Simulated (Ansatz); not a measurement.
# The cluster P₃+: one molecule under many settings

Aim: run the cluster P₃+ under a spread of inputs, and see what each costs and gives.

Program: Ansatz 0.2.0, Gaussian basis. Level of theory: the settings change from run to run. These are calculated values, not measurements.

### Step 1. The molecule

The structure was relaxed beforehand with PBE0-D4 in a triple-zeta def2 set.

3 atoms, charge 1, spin multiplicity 1.

Atoms are counted from 1 here; the program's logs count them from 0.

Bond lengths: P1–P2 2.091 Å, P1–P3 2.091 Å, P2–P3 2.091 Å. Angles: P2–P1–P3 60.0°, P1–P2–P3 60.0°, P1–P3–P2 60.0°.

As a file:

```xyz
3
P3
P    -0.0725    0.5913   -1.0503
P     0.4307   -1.1276    0.0295
P    -0.3582    0.5364    1.0207
```

### Step 2. wB97X/def2-mTZVPP

Options: unrestricted orbitals.

The input, in.yaml:

```yaml
crystal:
  periodic: [false, false, false]
  atoms:
    - {symbol: P, position_ang: [-0.072493, 0.591263, -1.050263]}
    - {symbol: P, position_ang: [0.430732, -1.127615, 0.029527]}
    - {symbol: P, position_ang: [-0.358239, 0.536352, 1.020736]}
basis:
  gaussian: {orbitals: def2-mTZVPP}
total_charge: 1
magnetization: {spin_polarized: true, initial_magnetization: 0}
hamiltonian: {xc: {name: wB97X}}
scf: {omitted_lower_state_checks: [starts]}
```

On the command line:

```
$ ansatz run in.yaml --threads 4 --pin off --events-out ev --progress --plain --max-ram 3916MiB
```

Log:

```text
Functional definition: wB97X
  name "wB97X"
  cite "Chai & Head-Gordon, J. Chem. Phys. 128, 084106 (2008) doi:10.1063/1.2834918"
  cite "Becke, J. Chem. Phys. 107, 8554 (1997) doi:10.1063/1.475007"
  parameter omega = 0.3/bohr
  parameter cx = 0.157706
  parameter cx1 = 0.726479
  parameter cx2 = 1.04760
  parameter cx3 = -5.70635
  parameter cx4 = 13.2794
  parameter css1 = -4.33879
  parameter css2 = 18.2308
  parameter css3 = -31.7430
  parameter css4 = 17.2901
  parameter cos1 = 2.37031
  parameter cos2 = -11.3995
  parameter cos3 = 6.58405
  parameter cos4 = -3.78132
  # The coefficients of nought are those of the uniform gas.
  exchange = spin_sum(e_x_unif_sr(omega)*poly(b97_u_x, 1 - cx, cx1, cx2, cx3, cx4)) + cx*exact_x_sr(omega)
      + exact_x_lr(omega)
  correlation = spin_sum(e_c_pw_same_spin*poly(b97_u_same, 1, css1, css2, css3, css4))
      + integral(e_c_pw_opposite_spin*poly(b97_u_opposite, 1, cos1, cos2, cos3, cos4))
these checks for a lower state are left out or cut short: starts
759 factors; integrals over basis functions are off by at most 5.6e-4 eV
246 factors; integrals over basis functions are off by at most 1.1e-5 eV
mean field evaluation 1: about -27857.0930 eV, gradient 8.9e0 eV
mean field evaluation 2: about -27857.4931 eV, gradient 3.7e0 eV
mean field evaluation 4: about -27857.5718 eV, gradient 1.0e-1 eV
mean field evaluation 8: about -27857.5726 eV, gradient 5.8e-3 eV
mean field -27857.57259091 eV, -1023.7469101750 hartree, gradient 7.3e-5 eV, S^2 0.000000; 0 other end points of the search recorded, 0 dependent functions left out
reference -27857.57256589 eV, -1023.7469092558 hartree; 22, 22 occupied and 59, 59 virtual orbitals, 759 factors
Total energy: -27857.57256589 eV, -1023.7469092558 hartree
Checks for a lower state left out: starts
```

It took 2.1 s on 4 threads of Arm Neoverse V1, shared host.

⟨S²⟩ 0.000.

### Step 3. B3LYP/def2-mTZVPP

This run has unrestricted orbitals, D4 dispersion, the search for lower states set to off.

in.yaml, as its differences from that of step 2:

```diff
@@ -10,3 +10,3 @@
 magnetization: {spin_polarized: true, initial_magnetization: 0}
-hamiltonian: {xc: {name: wB97X}}
-scf: {omitted_lower_state_checks: [starts]}
+hamiltonian: {xc: {name: B3LYP}, dispersion: d4}
+scf: {lower_state_search: off}
```

Same command.

Log, cut to the lines that bear on the results:

```text
Functional definition: B3LYP
  name "B3LYP"
  cite "Stephens, Devlin, Chabalowski & Frisch, J. Phys. Chem. 98, 11623 (1994) doi:10.1021/j100096a001"
  cite "Becke, Phys. Rev. A 38, 3098 (1988) doi:10.1103/PhysRevA.38.3098"
  cite "Lee, Yang & Parr, Phys. Rev. B 37, 785 (1988) doi:10.1103/PhysRevB.37.785"
  cite "Vosko, Wilk & Nusair, Can. J. Phys. 58, 1200 (1980) doi:10.1139/p80-159"
[...]
759 factors; integrals over basis functions are off by at most 5.6e-4 eV
[...]
mean field -27859.64450370 eV, -1023.8230515658 hartree, gradient 2.1e-6 eV, S^2 0.000000; 0 other end points of the search recorded, 0 dependent functions left out
reference -27859.64469408 eV, -1023.8230585621 hartree; 22, 22 occupied and 59, 59 virtual orbitals, 759 factors
Total energy: -27859.85558577 eV, -1023.8308086886 hartree
Checks for a lower state left out: stability, starts, cluster_reference, orbital_swaps, neighbouring_geometries, increment
```

Run time: 0.5 s. Hardware: 4 threads of Arm Neoverse V1, shared host.

⟨S²⟩ 0.000.

### Step 4. PBE0/6-31++G**

The input, in.yaml:

```yaml
crystal:
  periodic: [false, false, false]
  atoms:
    - {symbol: P, position_ang: [-0.072493, 0.591263, -1.050263]}
    - {symbol: P, position_ang: [0.430732, -1.127615, 0.029527]}
    - {symbol: P, position_ang: [-0.358239, 0.536352, 1.020736]}
basis:
  gaussian: {orbitals: "6-31++G**"}
total_charge: 1
hamiltonian: {xc: {name: PBE0}}
output: {forces: true}
```

Same command.

Log, cut to the lines that bear on the results:

```text
Functional definition: PBE0
  name "PBE0"
  cite "Adamo & Barone, J. Chem. Phys. 110, 6158 (1999) doi:10.1063/1.478522"
  cite "Perdew, Burke & Ernzerhof, Phys. Rev. Lett. 77, 3865 (1996) doi:10.1103/PhysRevLett.77.3865"
  parent pbe
[...]
582 factors; integrals over basis functions are off by at most 1.2e-3 eV
[...]
mean field -27845.71027321 eV, -1023.3109780401 hartree, gradient 2.9e-5 eV, S^2 0.000000; 0 other end points of the search recorded, 0 dependent functions left out
[...]
reference -27845.71031836 eV, -1023.3109796993 hartree; 22, 22 occupied and 47, 47 virtual orbitals, 582 factors
Total energy: -27845.71031836 eV, -1023.3109796993 hartree
Atom 0 at    -0.072493     0.591263    -1.050263 Å, force    -0.016223     0.132320    -0.235042 eV/Å
Atom 1 at     0.430732    -1.127615     0.029527 Å, force     0.096150    -0.251837     0.006915 eV/Å
Atom 2 at    -0.358239     0.536352     1.020736 Å, force    -0.079927     0.119516     0.228127 eV/Å
Dipole moment:     0.000000    -0.000002     0.000003 e Å
```

It took 0.7 s on 4 threads of Arm Neoverse V1, shared host.

Largest force 0.270 eV/Å.

### Step 5. PBE0/ANO-RCC-VTZP

Options: D3(BJ) dispersion, the search for lower states set to off.

in.yaml, as its differences from that of step 4:

```diff
@@ -7,5 +7,5 @@
 basis:
-  gaussian: {orbitals: "6-31++G**"}
+  gaussian: {orbitals: ANO-RCC-VTZP}
 total_charge: 1
-hamiltonian: {xc: {name: PBE0}}
-output: {forces: true}
+hamiltonian: {xc: {name: PBE0}, dispersion: d3bj}
+scf: {lower_state_search: off}
```

Launched as before.

Log, cut to the lines that bear on the results:

```text
Functional definition: PBE0
  name "PBE0"
  cite "Adamo & Barone, J. Chem. Phys. 110, 6158 (1999) doi:10.1063/1.478522"
  cite "Perdew, Burke & Ernzerhof, Phys. Rev. Lett. 77, 3865 (1996) doi:10.1103/PhysRevLett.77.3865"
  parent pbe
[...]
1044 factors; their error is unknown
[...]
mean field -27915.89650955 eV, -1025.8902746518 hartree, gradient 2.2e-6 eV, S^2 0.000000; 0 other end points of the search recorded, 0 dependent functions left out
reference -27915.89653467 eV, -1025.8902755749 hartree; 22, 22 occupied and 80, 80 virtual orbitals, 1044 factors
Total energy: -27916.01312406 eV, -1025.8945601558 hartree
Relativity: scalar
Checks for a lower state left out: stability, starts, cluster_reference, orbital_swaps, neighbouring_geometries, increment
```

It took 0.95 s on 4 threads of Arm Neoverse V1, shared host.

### Step 6. The runs in one table

```csv
level,charge,multiplicity,geometry,functions,energy (eV),time
wB97X/def2-mTZVPP,1,1,relaxed,81,-27857.573,2.1 s
B3LYP/def2-mTZVPP,1,1,relaxed,81,-27859.856,0.5 s
PBE0/6-31++G**,1,1,relaxed,69,-27845.710,0.7 s
PBE0/ANO-RCC-VTZP,1,1,relaxed,102,-27916.013,0.95 s
```

### Step 7. Results

| quantity | value |
| --- | --- |
| runs | 4 |
| quickest | B3LYP/def2-mTZVPP, 0.5 s |
| slowest | wB97X/def2-mTZVPP, 2.1 s |
| spread of total energies, same state and geometry | 70.3 eV |

What this shows: wB97X/def2-mTZVPP took 4 times as long as B3LYP/def2-mTZVPP. The jobs differ in tasks and options as well as level. The totals spread over 70 eV; they can't be compared across methods or bases. Some of these runs are scalar-relativistic and others not, which shifts the totals of all-electron atoms past neon by several eV an atom and more; core potentials, where a basis has them, take the core out of the total altogether. At the PBE0-D4/def2-TZVP geometry and in the same state, the sound runs without point charges leave forces up to 0.27 eV/Å (PBE0/6-31++G**).
